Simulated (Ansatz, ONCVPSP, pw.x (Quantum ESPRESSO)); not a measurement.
Ba (Z = 56): does the ONCV potential hold in the solid?

```
Element                 : barium (Ba)
Generator               : ONCVPSP 4.0.1
Type                    : optimised norm-conserving Vanderbilt (ONCV)
Functional              : LDA (Perdew-Wang 92)
Relativity              : scalar-relativistic
Frozen core             : [Kr] 4d10
Valence charge          : 10
Reference configuration : 5s2 5p6 6s2
Partial waves           : 5s+6s: rc 2.80 bohr, ncon 4, nbas 7, qcut 3.9 1/bohr, 2 projectors; 5p: rc 2.05 bohr, ncon 4, nbas 7, qcut 3.3 1/bohr, 2 projectors, debl 0.9 Ha; d scattering state at 0.41 Ha: rc 2.45 bohr, ncon 3, nbas 7, qcut 3.4 1/bohr, 2 projectors, debl 1.2 Ha
Local potential         : polynomial inside 1.75 bohr (lpopt 5, dvloc0 6 Ha)
Core correction         : Teter function, fcfact 1.75, rcfact 1.7
```

In the d channel the program set the typed energies aside and used 0.050, 1.250 Ha.

Atomic tests: cutoffs needed: 27 Ha and 34 Ha (the cutoffs (Ha) at which the residual kinetic energy of the hardest occupied pseudo-wave falls to 1 and 0.1 mHa per electron); ghost test: no bound ghost flagged; GHOST(+) flagged for d at 471.1 eV; largest excitation error: -6.3 meV (all-electron minus pseudo) for 5s2 5p6 6s0, out of 4 test configurations.

Crystal test: fcc Ba in pw.x 7.5, no spin, 10³ k-points, Fermi–Dirac smearing 0.01 Ry, cutoffs 80/320 Ry. The reference is all-electron LAPW (Ansatz 0.2.0) with the same functional, mesh and smearing; V0 and B0 come from Birch–Murnaghan fits to the pressures at five volumes. Errors are pseudo minus all-electron; Δ is the rms difference of the E(V) curves that follow from these fits, minima aligned, over ±6 % about the mean V0. Mesh and smearing are coarse, so the numbers serve the comparison and aren't converged zero-temperature values; the lattice is a test structure that the element need not adopt.

All-electron: a0 = 5.994 Å (V0 = 53.84 Å³/atom), B0 = 9.0 GPa.

**Question.** How far does the potential miss the all-electron equation of state?

**Answer.** mean pressure error (GPa): +0.10; a0 (Å): 6.015; a0 error (%): +0.36; B0 error (%): +4.2; Δ (meV/atom): 1.2.

| V (Å³/atom) | P all-electron (GPa) | P pseudo (GPa) |
| --- | --- | --- |
| 51.168 | 0.48 | 0.62 |
| 52.514 | 0.23 | 0.35 |
| 53.861 | -0.00 | 0.10 |
| 55.208 | -0.22 | -0.13 |
| 56.554 | -0.42 | -0.34 |

**Question.** At the middle volume, how do free energy and pressure move when the wave cutoff is lowered (ecutrho kept at four times it)?

**Answer.**

| cutoff (Ry) | shift of F (meV/atom) | shift of P (GPa) |
| --- | --- | --- |
| 36 | +262.9 | -0.44 |
| 48 | +229.3 | -0.78 |
| 64 | +43.9 | -0.98 |

The 8 pw.x runs together took about 2.2 min on one core of a shared server CPU.
